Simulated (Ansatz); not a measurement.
One starting cell of Fe (a generated cell, Fe built in the AFLOW prototype A_tI2_139_a (A6, as in In)) was relaxed twice with Ansatz (plane waves, PAW, scalar-relativistic): with r2SCAN at 500 eV and with PBE at 420 eV. The r2SCAN result:

```
Fe
1.0
   -1.43248     1.43248     1.43248
    1.43248    -1.43248     1.43248
    1.43248     1.43248    -1.43248
Fe
1
Direct
  0.00000   0.00000   0.00000
```

```csv
quantity,r2SCAN,PBE
space group,Im-3m,Im-3m
volume (Å³/atom),11.76,11.35
a (Å),2.865,2.832
"gap (eV, no spin-orbit coupling)",0.00,0.00
spin order,ferromagnetic,ferromagnetic
net moment (μB/atom),2.64,2.17
```

Both levels end in the same structure; PBE's volume is 3.5 % smaller. Neither column is exact.

Spin states reached: ferromagnetic; spin orders were not searched systematically. r2SCAN tends to overstate moments in metals.

Measured for Fe: a 2.853 Å (static lattice; corrected from measurement; as listed in Daniel Mejia-Rodriguez, S. B. Trickey, Phys. Rev. B (2018)). Computed minus measured — a: r2SCAN +0.4 %, PBE -0.8 %. The computed values are for a static lattice.

The run could not lose the symmetry of its start; a randomly shaken copy of 2 atoms returns to this structure.

Ansatz is a program for electronic structure.
